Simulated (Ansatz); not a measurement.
Diamond-structure Si

All values below come from HSE06 in Ansatz (plane waves, PAW).

Run with plane-wave cutoff 500 eV, 4×6×1 k mesh (along the axes of the cell as run), gaussian smearing 0.02 eV, scalar-relativistic PAW data made under PBE.

Cell: relaxed at this level.

* **surface energy of the (110) face**: 2.01 J/m²

Note: the run warned that the count of filled bands differs between k points.

The slab of 16 atoms is relaxed and unreconstructed.

The result took around 3.0 core-hours (rough).

Ansatz is a program for electronic structure.
